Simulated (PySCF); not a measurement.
Gas-phase reaction: 4 (CH3)2Si → 2 Si2H6 + 2 C2H5 + C4H2

Method: PySCF energies plus ideal-gas RRHO corrections (1 bar). S°(298 K) at PBE0/def2-TZVP differs from the NASA 1993 table for C2H5 (+9 J/mol/K); whether the harmonic model or the table's entry is off was not settled. † marks an energy on the PBE0/def2-TZVP geometry and frequencies; other levels use their own. MP2 and CCSD(T) freeze the core. 6-31G* has spherical d functions here. Open shells (unrestricted): C2H5 (multiplicity 2); the rest are closed-shell singlets. B3LYP is the form with VWN-RPA correlation. No R ln 2 is added for the mirror-image form of (CH3)2Si. (CH3)2Si: computed as isolated molecules; such fragments, hydroxides, amides, oligomers or adducts are transient or little studied in the gas. MP2 isn't extrapolated to the basis-set limit; its ΔH°(298 K) is 202.1 kJ in def2-SVP and 251.5 kJ in def2-TZVPP. CCSD(T) isn't extrapolated to the basis-set limit; its ΔH°(298 K) is 217.2 kJ in def2-SVP and 261.4 kJ in def2-TZVPP. The harmonic model lacks anharmonicity and excited electronic states, which grow with temperature; levels with a mode under 35 cm⁻¹ are left out. Internal rotation in (CH3)2Si, Si2H6, C2H5 is treated as a harmonic vibration of one conformer, which makes the entropy rough.

```csv
level,"ΔE electronic, kJ","ΔH°(298 K), kJ","ΔS°(298 K), J/K","ΔG°(1400 K), kJ"
B3LYP/6-31G*,311,233,103,72
BLYP/def2-TZVP†,268,193,119,12
CCSD(T)/def2-SVP†,293,217,119,36
CCSD(T)/def2-TZVPP†,337,261,119,81
MP2/def2-TZVPP†,327,252,119,71
PBE/def2-SVP,309,236,119,57
PBE/def2-TZVP†,324,248,119,67
PBE0/def2-QZVP†,337,261,119,80
PBE0/def2-TZVP,327,252,119,71
ωB97M-V/def2-TZVP†,389,314,119,133
```
ΔH° is lowest at BLYP/def2-TZVP† and highest at ωB97M-V/def2-TZVP†. No reference value is set beside these.
